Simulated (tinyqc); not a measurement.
Extended Hueckel theory, for BH3, step by step. One step of it, computed by the program tinyqc.

Problem. Orbitals. Solve H C = S C e through S^(-1/2); fill by pairs from the bottom, a degenerate level sharing its electrons equally; each orbital has its largest coefficient positive (the first on a tie).

H (eV):
```
             1B 2s      1B 2px      1B 2py     1B 2pz       2H 1s       3H 1s       4H 1s
1B 2s   -15.200000    0.000000    0.000000   0.000000  -13.766822  -13.775745  -13.775745
1B 2px    0.000000   -8.500000    0.000000   0.000000  -11.607195    5.804278    5.804278
1B 2py    0.000000    0.000000   -8.500000   0.000000    0.000000  -10.056918   10.056918
1B 2pz    0.000000    0.000000    0.000000  -8.500000    0.114828    0.114936    0.114936
2H 1s   -13.766822  -11.607195    0.000000   0.114828  -13.600000   -2.348231   -2.348231
3H 1s   -13.775745    5.804278  -10.056918   0.114936   -2.348231  -13.600000   -2.349452
4H 1s   -13.775745    5.804278   10.056918   0.114936   -2.348231   -2.349452  -13.600000
```

overlap S:
```
           1B 2s     1B 2px     1B 2py     1B 2pz      2H 1s      3H 1s      4H 1s
1B 2s   1.000000   0.000000   0.000000   0.000000   0.478015   0.478324   0.478324
1B 2px  0.000000   1.000000   0.000000   0.000000   0.525212  -0.262637  -0.262637
1B 2py  0.000000   0.000000   1.000000   0.000000   0.000000   0.455064  -0.455064
1B 2pz  0.000000   0.000000   0.000000   1.000000  -0.005196  -0.005201  -0.005201
2H 1s   0.478015   0.525212   0.000000  -0.005196   1.000000   0.086332   0.086332
3H 1s   0.478324  -0.262637   0.455064  -0.005201   0.086332   1.000000   0.086377
4H 1s   0.478324  -0.262637  -0.455064  -0.005201   0.086332   0.086377   1.000000
```

valence electrons = 6

Give: orbital energies; occupations; coefficients; sum of one-electron energies.

Solution.

orbital energies (eV): -21.2102  -15.3412  -15.3404  -8.5004  13.8834  13.9193  28.2000

occupations: 2.0000  2.0000  2.0000  0.0000  0.0000  0.0000  0.0000

coefficients:
```
            MO1      MO2      MO3      MO4      MO5      MO6      MO7
1B 2s    0.5230   0.0000   0.0000   0.0091   0.0020   0.0000   1.4617
1B 2px   0.0000   0.0000   0.4350   0.0000   1.2801   0.0000  -0.0023
1B 2py   0.0000   0.4350   0.0000   0.0000   0.0000   1.2806   0.0000
1B 2pz  -0.0003   0.0000   0.0000   0.9999   0.0000   0.0000  -0.0166
2H 1s    0.2886   0.0000   0.5588  -0.0021  -1.0118   0.0000  -0.7737
3H 1s    0.2887   0.4838  -0.2792  -0.0021   0.5042  -0.8758  -0.7768
4H 1s    0.2887  -0.4838  -0.2792  -0.0021   0.5042   0.8758  -0.7768
```

sum of one-electron energies = -103.7837 eV
